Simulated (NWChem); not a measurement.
# Correlation energy of methanol (CH₄O)

```xyz
6

C      0.6125    -0.2314     0.0000
O     -0.6650     0.3583     0.0000
H      0.8066    -0.8558     0.8960
H      1.3548     0.5819     0.0000
H      0.8066    -0.8558    -0.8960
H     -1.3230    -0.3478     0.0000
```
Charge 0, spin multiplicity 1.

Program: NWChem. The geometry was optimised at B3LYP/def2-SVP, a minimum by its harmonic frequencies.

Basis set: cc-pVTZ. Each correlation energy counts from its own Hartree-Fock reference.

```csv
method,correlation energy (mHa)
RI-MP2,-428.5
MP2,-428.6
SCS-MP2,-429.1
CCSD,-447.2
CR-CCSD[T],-459.8
CR-CCSD(T),-459.4
```

The values span 31.2 mHa, from CR-CCSD[T] (lowest) to RI-MP2 (highest). 

The correlated methods keep 2 core orbitals frozen. Coupled-cluster values serve here as a point of comparison, not as the truth.
